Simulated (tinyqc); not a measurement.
Extended Hueckel theory, for LiH+, step by step. The parameters take no account of the charge, which enters only through the electron count. One step of it, computed by the program tinyqc.

Task: Wolfsberg-Helmholz matrix. H_ij = K' S_ij (H_ii + H_jj)/2 for i != j (the diagonal keeps H_ii), with K' = K + D^2 + D^4 (1 - K), D = (H_ii - H_jj)/(H_ii + H_jj), K = 2.

overlap S, order 1Li 2s, 1Li 2px, 1Li 2py, 1Li 2pz, 2H 1s:
$$\begin{pmatrix}
1.000000 & 0.000000 & 0.000000 & 0.000000 & 0.378512 \\
0.000000 & 1.000000 & 0.000000 & 0.000000 & 0.000000 \\
0.000000 & 0.000000 & 1.000000 & 0.000000 & 0.000000 \\
0.000000 & 0.000000 & 0.000000 & 1.000000 & 0.490542 \\
0.378512 & 0.000000 & 0.000000 & 0.490542 & 1.000000
\end{pmatrix}$$

diagonal H_ii (eV): 1Li 2s -5.400000, 1Li 2px -3.500000, 1Li 2py -3.500000, 1Li 2pz -3.500000, 2H 1s -13.600000

K = 2.000000

Give: H.

Result:

H (eV), order 1Li 2s, 1Li 2px, 1Li 2py, 1Li 2pz, 2H 1s:
$$\begin{pmatrix}
-5.4000 & 0.0000 & 0.0000 & 0.0000 & -7.7367 \\
0.0000 & -3.5000 & 0.0000 & 0.0000 & 0.0000 \\
0.0000 & 0.0000 & -3.5000 & 0.0000 & 0.0000 \\
0.0000 & 0.0000 & 0.0000 & -3.5000 & -9.3410 \\
-7.7367 & 0.0000 & 0.0000 & -9.3410 & -13.6000
\end{pmatrix}$$
